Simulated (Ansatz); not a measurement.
# AlPH (quartet): from Hartree-Fock to the top rungs at distance Al1–H3 = 1.614 Å, 6-31G

Aim: climb from Hartree-Fock through coupled cluster and multireference methods for AlPH (quartet) at one geometry and basis, and see what each rung misses.

Computed with Ansatz 0.2.0, Gaussian basis. Level: 6-31G, core rule «outside noble gas», up to 10 orbitals frozen.

The runs, in order: UHF; CCSD(T) on ROHF; CCSD(T) on UHF; BCCD(T) on ROHF; CISD; CCSDT(Q) on ROHF; CCSDT(Q) on UHF; CCSDTQ on ROHF; CASSCF and MRCISD+Q, 5 electrons in 5 orbitals; CASSCF and NEVPT2, 5 electrons in 5 orbitals; CASSCF and MRCISD+Q, 9 electrons in 9 orbitals; CASSCF and NEVPT2, 9 electrons in 9 orbitals; Full CI.

18 further runs of the same task are left out: 14 that didn't finish, 4 set aside as unsound or not needed.

## (1) What is computed

The geometry derives from a PBE0/def2-TZVP stationary point (not a proven minimum). One bond is set to the value named and the two fragments are kept rigid.

3 atoms, charge 0, spin multiplicity 4.

Atoms are counted from 1 here; the program's logs count them from 0.

Bond lengths: Al1–P2 2.386 Å, Al1–H3 1.614 Å. Angles: P2–Al1–H3 114.3°.

As a file:

| atom | x (Å) | y (Å) | z (Å) |
| --- | --- | --- | --- |
| Al1 | 0.0000 | -0.1077 | 1.2377 |
| P2 | 0.0000 | 0.0510 | -1.1432 |
| H3 | 0.0000 | 1.3154 | 1.9991 |

## (2) UHF

The input, in.yaml:

```yaml
crystal:
  periodic: [false, false, false]
  atoms:
    - {symbol: Al, position_ang: [0.000000, -0.107696, 1.237712]}
    - {symbol: P, position_ang: [0.000000, 0.051009, -1.143237]}
    - {symbol: H, position_ang: [0.000000, 1.315423, 1.999097]}
basis:
  gaussian: {orbitals: 6-31G}
magnetization: {spin_polarized: true, initial_magnetization: 3}
hamiltonian: {xc: hf}
output: {orbitals: {seedname: orbitals}}
```

On the command line:

```
> ansatz run in.yaml --threads 1 --pin off --events-out ev --progress --plain --max-ram 2393MiB
```

Further steps of the session: CCSD(T) on ROHF; CCSD(T) on UHF; BCCD(T) on ROHF; CISD; CCSDT(Q) on ROHF; CCSDT(Q) on UHF; CCSDTQ on ROHF; CASSCF and MRCISD+Q, 5 electrons in 5 orbitals; CASSCF and NEVPT2, 5 electrons in 5 orbitals; CASSCF and MRCISD+Q, 9 electrons in 9 orbitals; CASSCF and NEVPT2, 9 electrons in 9 orbitals; Full CI.

**Question.** What will the summary of the whole plan be? Wanted: FCI below the RHF energy; RMP2 from FCI; UMP2 from FCI; RCCSD from FCI; RCCSD(T) from FCI; UCCSD(T) from FCI; RCCSDT(Q) from FCI; UCCSDT(Q) from FCI; NEVPT2 pair from FCI.

**Answer**, as computed:

| quantity | value |
| --- | --- |
| FCI below the RHF energy | -1.9264 eV |
| RMP2 from FCI | +56.0 kJ/mol |
| UMP2 from FCI | +55.0 kJ/mol |
| RCCSD from FCI | +5.5 kJ/mol |
| RCCSD(T) from FCI | +1.7 kJ/mol |
| UCCSD(T) from FCI | +1.7 kJ/mol |
| RCCSDT(Q) from FCI | 0.0 kJ/mol |
| UCCSDT(Q) from FCI | 0.0 kJ/mol |
| NEVPT2 pair from FCI | +47.5 kJ/mol |
| MRCISD+Q pair from FCI | +0.9 kJ/mol |
| NEVPT2 valence from FCI | +23.4 kJ/mol |
| levels within 1 kcal/mol (43 meV) | RCCSD(T), UCCSD(T), BCCD(T), RCCSDT, UCCSDT, RCCSDT(Q), UCCSDT(Q), RCCSDTQ, MRCISD+Q pair, MRCISD valence, MRCISD+Q valence |
| T1 diagnostic | 0.028 |
| effectively unpaired electrons | 3.03 |

RCCSD(T) lands +1.7 kJ/mol from the yardstick (0.9 % of the correlation energy). One determinant dominates. Of the multireference levels listed MRCISD+Q valence comes nearest in total energy (+0.8 kJ/mol), which doesn't show that its space is the better one. These misses are within one basis, not against nature; the frozen cores of restricted and unrestricted runs differ, which can shift their rows.
